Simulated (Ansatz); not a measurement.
# CH7AlSi: one species, many methods

The task here is to estimate one member of a computed series from the others.

The runs use Ansatz 0.2.0, Gaussian basis; functionals in def2-TZVPP, the program's frozen cores in correlated methods.

The runs, in order: LDA (SPW92), PBE-D4, revPBE-D4, BLYP-D4, r2SCAN-D4, B97M-V, PBE0-D4, B3LYP-D4, r2SCANh-D4, r2SCAN0-D4, HSE06-D4, BHLYP-D4, CAM-B3LYP-D4, LC-ωPBE, ωB97X-V, ωB97M-V, B2PLYP, PBE-QIDH; CCSD(T)/def2-SVP; CCSD(T)/def2-TZVPP; MP2/def2-QZVPP; extrapolation to the limit; RPA on PBE.

### The relaxed structure

The geometry comes from an earlier relaxation with PBE0-D4 in a triple-zeta def2 set; it is a stationary point, not always the lowest conformer.

SMILES `C[SiH2][AlH2]`, 10 atoms, charge 0, spin multiplicity 1.

Atoms are counted from 1 here; the program's logs count them from 0.

Bond lengths: C1–Si2 1.888 Å, C1–H4 1.092 Å, C1–H5 1.092 Å, C1–H6 1.092 Å, Si2–Al3 2.462 Å, Si2–H7 1.494 Å, Si2–H8 1.494 Å, Al3–H9 1.592 Å, Al3–H10 1.592 Å. Angles: Si2–C1–H4 110.4°, Si2–C1–H5 111.1°, Si2–C1–H6 111.1°, H4–C1–H5 108.0°, H4–C1–H6 108.0°, H5–C1–H6 108.1°, C1–Si2–Al3 112.4°, C1–Si2–H7 108.6°, C1–Si2–H8 108.6°, Al3–Si2–H7 110.3°, Al3–Si2–H8 110.4°, H7–Si2–H8 106.2°, Si2–Al3–H9 121.2°, Si2–Al3–H10 121.1°, H9–Al3–H10 117.7°.

As a file:

```xyz
10
CH7AlSi
C    -1.22129    0.70711   -0.74826
Si   -0.10040   -0.74706   -0.30620
Al    1.67926   -0.11593    1.27417
H    -1.99560    0.39045   -1.45035
H    -0.65186    1.51440   -1.21401
H    -1.71371    1.10757    0.14057
H     0.49281   -1.29214   -1.56465
H    -0.94145   -1.84073    0.26745
H     1.45298   -0.20433    2.84719
H     3.08237    0.42955    0.75718
```

The first run:

in.yaml

```yaml
crystal:
  periodic: [false, false, false]
  atoms:
    - {symbol: C, position_ang: [-1.221286, 0.707112, -0.748259]}
    - {symbol: Si, position_ang: [-0.100403, -0.747060, -0.306202]}
    - {symbol: Al, position_ang: [1.679258, -0.115928, 1.274173]}
    - {symbol: H, position_ang: [-1.995604, 0.390452, -1.450351]}
    - {symbol: H, position_ang: [-0.651864, 1.514398, -1.214007]}
    - {symbol: H, position_ang: [-1.713706, 1.107572, 0.140571]}
    - {symbol: H, position_ang: [0.492808, -1.292136, -1.564652]}
    - {symbol: H, position_ang: [-0.941449, -1.840730, 0.267453]}
    - {symbol: H, position_ang: [1.452977, -0.204331, 2.847189]}
    - {symbol: H, position_ang: [3.082370, 0.429549, 0.757185]}
basis:
  gaussian: {orbitals: def2-TZVPP}
hamiltonian: {xc: lda}
output: {orbitals: {seedname: orbitals}}
```

Started as:

```console
ansatz run in.yaml --threads 2 --pin off --events-out ev --progress --plain --max-ram 4352MiB
```

Steps of the session up to this table: LDA; PBE-D4 (GGA); revPBE-D4 (GGA); BLYP-D4 (GGA); r2SCAN-D4 (meta-GGA); B97M-V (meta-GGA); B3LYP-D4 (hybrid); r2SCANh-D4 (hybrid); r2SCAN0-D4 (hybrid); HSE06-D4 (hybrid); BHLYP-D4 (hybrid); CAM-B3LYP-D4 (range-separated); LC-ωPBE (range-separated); ωB97X-V (range-separated); ωB97M-V (range-separated); B2PLYP (double hybrid); PBE-QIDH (double hybrid).

One table of the session follows, with a row left open; its other results are not shown here.

It belongs to the step «Orbital energies across the functionals». 

| functional | HOMO (eV) | LUMO (eV) | gap (eV) |
| --- | --- | --- | --- |
| LDA (SPW92) | -6.27 | -3.01 | 3.25 |
| PBE-D4 | -6.21 | -2.79 | 3.41 |
| revPBE-D4 | -6.17 | -2.69 | 3.48 |
| BLYP-D4 | -6.08 | -2.66 | 3.41 |
| r2SCAN-D4 | ? | ? | ? |
| B97M-V | -6.52 | -2.76 | 3.75 |
| PBE0-D4 | -7.27 | -2.03 | 5.24 |
| B3LYP-D4 | -7.09 | -2.23 | 4.87 |
| r2SCANh-D4 | -6.83 | -2.27 | 4.55 |
| r2SCAN0-D4 | -7.42 | -1.89 | 5.53 |
| HSE06-D4 | -6.88 | -2.40 | 4.48 |
| BHLYP-D4 | -8.25 | -1.25 | 7.00 |
| CAM-B3LYP-D4 | -8.54 | -1.09 | 7.45 |
| LC-ωPBE | -9.83 | -0.01 | 9.83 |
| ωB97X-V | -9.52 | -0.13 | 9.38 |
| ωB97M-V | -9.26 | -0.42 | 8.84 |

**Question.** Estimate the row for r2SCAN-D4.

Worked estimate for «HOMO (eV)». Against the share of exact exchange, r2SCANh-D4 (0.1, -6.83), r2SCAN0-D4 (0.25, -7.42) give a slope of -3.93 per unit share; at 0 the line stands at -6.44.

**Answer.** HOMO (eV): -6.44; LUMO (eV): -2.53; gap (eV): 3.90. In «HOMO (eV)» the line misses by 0.00.
